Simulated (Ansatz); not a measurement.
Input file:

```yaml
crystal:
  periodic: [false, false, false]
  atoms:
    - {symbol: C, position_ang: [0.000000, 0.000000, 0.000000]}
    - {symbol: Ga, position_ang: [0.000000, 0.000000, 2.427000]}
basis:
  gaussian: {orbitals: cc-pVDZ}
total_charge: 1
magnetization: {spin_polarized: false}
hamiltonian: {xc: hf}
output: {forces: true, orbitals: {seedname: orbitals}}
```

```sh
$ ansatz run in.yaml --threads 1 --pin off --events-out ev --progress --plain --max-ram 2393MiB
```

Log:

```
457 factors; integrals over basis functions are off by at most 6.1e-4 eV
mean field evaluation 1: about -53347.8947 eV, gradient 1.9e1 eV
mean field evaluation 2: about -53347.9304 eV, gradient 1.8e1 eV
mean field evaluation 4: about -53349.9373 eV, gradient 2.1e0 eV
mean field evaluation 8: about -53350.0109 eV, gradient 1.8e-1 eV
mean field evaluation 16: about -53350.0738 eV, gradient 7.0e-1 eV
mean field evaluation 32: about -53349.3767 eV, gradient 1.1e1 eV
mean field evaluation 64: about -53332.7504 eV, gradient 2.9e1 eV
mean field -53350.56178898 eV, -1960.5969834353 hartree, gradient 5.5e-6 eV, S^2 0.000000; 2 other end points of the search recorded, 0 dependent functions left out
the calculation of the forces begins
reference -53350.56178898 eV, -1960.5969834353 hartree; 18, 18 occupied and 23, 23 virtual orbitals, 457 factors
Total energy: -53350.56178898 eV, -1960.5969834353 hartree
Atom 0 at     0.000000     0.000000     0.000000 Å, force    -0.000000    -0.000000    -1.287031 eV/Å
Atom 1 at     0.000000     0.000000     2.427000 Å, force     0.000000     0.000000     1.287031 eV/Å
Dipole moment:    -0.000000     0.000000    -0.417460 e Å
```

Forces (eV/Å):
```
C    0.000  0.000 -1.287
Ga   0.000  0.000  1.287
```

Ran on 1 thread of Arm Neoverse V2, shared host: 0.66 s wall, 0.09 GiB peak host memory.
